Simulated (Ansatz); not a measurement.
4H SiC, relaxed in Ansatz (plane waves) with several semilocal functionals. Each gives its own volume and its own bulk modulus:

```
level   V0 (Å³/atom)  bulk modulus (GPa)   ln V0   ln B0
------  ------------  ------------------  ------  ------
LDA           10.138               230.3  2.3163  5.4394
r²SCAN        10.331               227.6  2.3351  5.4276
PBE           10.498               213.3  2.3512  5.3627
```

**Question.** Fit a straight line to ln B0 against ln V0. What does it predict for PBEsol, whose volume is 10.334 Å³/atom?

**Answer.** With x = ln V0 and y = ln B0: means 2.33420 and 5.40990; Σ(Δx Δy) = -0.001315, Σ(Δx²) = 0.0006102, so the slope is -2.16. At x = 2.3354 the line gives y = 5.40990 + (-2.16) × (2.3354 − 2.33420) = 5.4073, or 223.0 GPa. The run with PBEsol gives 222.3 GPa, -0.3 % from the line. The rows used scatter about it by up to 2.0 %, while the largest value lies 8 % above the smallest. For comparison, PBE's own equation of state has B′ = 3.9, the slope −d ln B/d ln V at a fixed functional; the two needn't agree, since functionals also differ at one volume.

Ansatz's density-functional and Hartree–Fock values are scalar-relativistic unless marked +SOC, with PAW data made under PBE.

Ansatz is a program for electronic structure.
